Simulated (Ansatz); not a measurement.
System: AlCl2, charge 0, multiplicity 2. It need not be the lowest isomer of its formula. 
Coordinates optimised at B3LYP-D3(BJ)/def2-TZVP (Ansatz, a quantum-chemistry and plane-wave program):
```xyz
3

Al    -0.0038     0.7767     0.0269
Cl     1.8221    -0.2876    -0.0212
Cl    -1.8191    -0.3063     0.0006
```
Charge 0, spin multiplicity 2.

Basis-set convergence of Hartree-Fock and CCSD(T) correlation energies (hartree) with Ansatz. Cores are frozen in the correlated levels unless marked. UHF or UKS for open shells. No spin-orbit coupling. No relativistic terms.

| basis | functions | E(HF) | E(corr, CCSD(T)) |
|---|---|---|---|
| cc-pV(D+d)Z | 69 | -1161.05177 | -0.34970 |
| cc-pV(T+d)Z | 117 | -1161.09409 | -0.47804 |
| cc-pV(Q+d)Z | 192 | -1161.10373 | -0.52305 |

Extrapolating the two largest sets (X = 3 and 4) as X^-3: E(corr) = (64·(-0.52305) - 27·(-0.47804))/37 = -0.5559 Eh, an estimate of the basis-set limit. The largest set recovers 94.1 % of it, the smallest 62.9 %.
